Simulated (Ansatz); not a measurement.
The same path of BH4NO (7 atoms, charge 0, multiplicity 1) was run twice with different band settings. The coordinate that changes most is the dihedral H5–N1–B2–O3.

Method: Ansatz 0.2.0, RKS PBE/def2-SVP.

Relaxed end points:

```xyz
7
Properties=species:S:1:pos:R:3
N -0.955 0.173 -0.446
B 0.298 0.154 0.198
O 1.033 -1.014 0.190
H -1.344 -0.645 -0.917
H -1.547 0.999 -0.479
H 0.702 1.170 0.746
H 1.874 -0.906 0.662
```

```xyz
7
Properties=species:S:1:pos:R:3
N -0.955 0.173 -0.446
B 0.298 0.154 0.198
O 1.034 -1.014 0.189
H -1.547 0.999 -0.476
H -1.344 -0.644 -0.920
H 0.702 1.169 0.748
H 1.874 -0.905 0.661
```

Common settings: movable images 7; climbing image yes; optimiser quadratic models (default); start path through a guess of the saddle point; force threshold 0.05 eV/Å; iteration limit 60; end points relaxed.

| run | spring |
| --- | --- |
| 1 | 5.0 eV/Å² |
| 2 | 50.0 eV/Å² |

(1) What does each run give, and how far can it be trusted?

## Answers

(1) Run 1: converged after 13 iterations, highest image 0.836 eV above the first end. A vibrational analysis at the climbing image gives one clearly imaginary mode, 498i cm⁻¹: a first-order saddle point.
Run 2: converged after 10 iterations, highest image 0.836 eV above the first end. Another band between the same ends (7 images) ends at a top of the same energy, where a vibrational analysis finds 1 clearly imaginary mode.
